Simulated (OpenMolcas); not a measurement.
# One shape, several levels: [NH3]+ (SMILES [NH3+])

Aim: a comparison of 3 runs (UM06-2X/3-21G, UPBE/3-21G, USVWN5/3-21G) of [NH3]+. 

The calculation is run with OpenMolcas 26.06.

### 1 The system as given

[NH3]+ has 4 atoms, charge +1, and is taken as a doublet. As SMILES, `[NH3+]`. The N1–H4 distance was set to 2.055 Å, away from the relaxed value. At this shape a bond of the SMILES string is far longer than usual.

Bond lengths: N1–H2 1.028 Å, N1–H3 1.028 Å. Angles: H2–N1–H3 120.0°.

### 2 The energy at UM06-2X/3-21G (run 1)

test.inp reads:

```
* H3N Kohn-Sham DFT

&GATEWAY
  BasLib=$CurrDir
  Coord
  4
  angstrom
  N       -0.484360      -0.480739       0.768531
  H        0.026200      -0.718669       1.628161
  H       -1.479960      -0.719439       0.679051
  H        0.484620       0.479080      -0.769160
  Basis=3-21G
  Group=NoSym

&SEWARD
  GridInput
  Grid=UltraFine
  End of Grid

&SCF
  UHF
  Charge=1
  Spin=2
  KSDFT=M062X
  Thresholds=1e-10 1e-07 1e-07 1e-05
  PrOrbitals=1 1
```

The basis set 3-21G is read from a file made from the Basis Set Exchange's data (not shown).

Launch:

```sh
$ export MOLCAS_MEM=1860
$ pymolcas test.inp > test.log
```

The log of the run:

```text
--- Start Module: gateway ---
[...]
--- Stop Module: gateway /rc=_RC_ALL_IS_WELL_ ---
--- Start Module: seward ---
[...]
      Basis functions           15
--- Stop Module: seward /rc=_RC_ALL_IS_WELL_ ---
--- Start Module: scf ---
[...]
       Convergence after  19 Iterations
[...]
::    Total KS-DFT energy                             -55.6869204233
[...]
      Total spin, S                                     0.6100435652
[...]
      Total electronic charge=    9.000000
      Total            charge=    1.000000
[...]
      Dipole Moment (debye):
      Origin of the operator (angstrom)=   -0.4557   -0.4521    0.7231
                   X=  9.6468E-01               Y=  9.6109E-01               Z= -1.5302E+00           Total=  2.0484E+00
      Center of Charge (angstrom)
[...]
--- Stop Module: scf /rc=_RC_ALL_IS_WELL_ ---
[...]
```

It took 9.9 s on 1 thread of AMD EPYC 7R43 (Zen 3), shared host; peak memory 0.37 GiB.

### 3 A single-point energy at UPBE/3-21G (run 2)

test.inp reads:

```
* H3N Kohn-Sham DFT

&GATEWAY
  BASLIB
  $CurrDir
  COORD
  4
  angstrom
  N       -0.484360      -0.480739       0.768531
  H        0.026200      -0.718669       1.628161
  H       -1.479960      -0.719439       0.679051
  H        0.484620       0.479080      -0.769160
  BASIS
  3-21G
  GROUP
  NoSym

&SEWARD
  GRIDINPUT
  Grid=UltraFine
  End of Grid

&SCF
  UHF
  CHARGE
  1
  SPIN
  2
  KSDFT
  PBE
  THRESHOLDS
  1e-10 1e-07 1e-07 1e-05
  PRORBITALS
  1 1
```

The basis set 3-21G is read from a file made from the Basis Set Exchange's data (not shown).

Launch:

```sh
$ export MOLCAS_MEM=1860
$ pymolcas test.inp > test.log
```

The log of the run:

```text
--- Start Module: gateway ---
[...]
--- Stop Module: gateway /rc=_RC_ALL_IS_WELL_ ---
--- Start Module: seward ---
[...]
      Basis functions           15
--- Stop Module: seward /rc=_RC_ALL_IS_WELL_ ---
--- Start Module: scf ---
[...]
       Convergence after  19 Iterations
[...]
::    Total KS-DFT energy                             -55.6617641956
[...]
      Total spin, S                                     0.5977645502
[...]
      Total electronic charge=    9.000000
      Total            charge=    1.000000
[...]
      Dipole Moment (debye):
      Origin of the operator (angstrom)=   -0.4557   -0.4521    0.7231
                   X=  9.0647E-01               Y=  9.0354E-01               Z= -1.4378E+00           Total=  1.9250E+00
      Center of Charge (angstrom)
[...]
--- Stop Module: scf /rc=_RC_ALL_IS_WELL_ ---
[...]
```

It took 7.2 s on 1 thread of AMD EPYC 7R43 (Zen 3), shared host; peak memory 0.37 GiB.

### 4 The energy at USVWN5/3-21G (run 3)

test.inp reads:

```
&GATEWAY
  BasLib=$CurrDir
  Coord
  4
  angstrom
  N       -0.484360      -0.480739       0.768531
  H        0.026200      -0.718669       1.628161
  H       -1.479960      -0.719439       0.679051
  H        0.484620       0.479080      -0.769160
  Basis=3-21G
  Group=NoSym

&SEWARD
  GridInput
  Grid=UltraFine
  End of Grid

&SCF
  UHF
  Charge=1
  Spin=2
  KSDFT=SVWN5
  Thresholds=1e-10 1e-07 1e-07 1e-05
  PrOrbitals=1 1
```

The basis set 3-21G is read from a file made from the Basis Set Exchange's data (not shown).

Launch:

```sh
$ export MOLCAS_MEM=1860
$ pymolcas test.inp > test.log
```

The log of the run:

```text
--- Start Module: gateway ---
[...]
--- Stop Module: gateway /rc=_RC_ALL_IS_WELL_ ---
--- Start Module: seward ---
[...]
      Basis functions           15
--- Stop Module: seward /rc=_RC_ALL_IS_WELL_ ---
--- Start Module: scf ---
[...]
       Convergence after  19 Iterations
[...]
::    Total KS-DFT energy                             -55.2475300357
[...]
      Total spin, S                                     0.5534346547
[...]
      Total electronic charge=    9.000000
      Total            charge=    1.000000
[...]
      Dipole Moment (debye):
      Origin of the operator (angstrom)=   -0.4557   -0.4521    0.7231
                   X=  1.0032E+00               Y=  9.9969E-01               Z= -1.5914E+00           Total=  2.1303E+00
      Center of Charge (angstrom)
[...]
--- Stop Module: scf /rc=_RC_ALL_IS_WELL_ ---
[...]
```

Run time: 6 s. Hardware: 1 thread of AMD EPYC 7R43 (Zen 3), shared host; peak memory 0.37 GiB.

### 5 Overview of the runs

| run | level | energy (Eh) | HOMO energy (eV) | LUMO energy (eV) | ⟨S²⟩ | wall time |
| --- | --- | --- | --- | --- | --- | --- |
| 1 | UM06-2X/3-21G | -55.686920 | -18.53 | -10.88 | 0.982 | 9.9 s |
| 2 | UPBE/3-21G | -55.661764 | -16.23 | -13.13 | 0.955 | 7.2 s |
| 3 | USVWN5/3-21G | -55.247530 | -15.91 | -13.03 | 0.860 | 6 s |

### 6 What came out

| quantity | value |
| --- | --- |
| run 3: total energy | -55.24753 Eh |
| run 3: HOMO energy (highest over α and β) | -15.91 eV |
| run 3: LUMO energy (lowest over α and β) | -13.03 eV |
| run 3: ⟨S²⟩ | 0.860 |

Totals of different functionals can't be ranked against each other. Spin contamination of the reference: run 1 ⟨S²⟩ = 0.98, run 2 ⟨S²⟩ = 0.96, run 3 ⟨S²⟩ = 0.86. All runs together took 23 s, the longest 9.9 s.
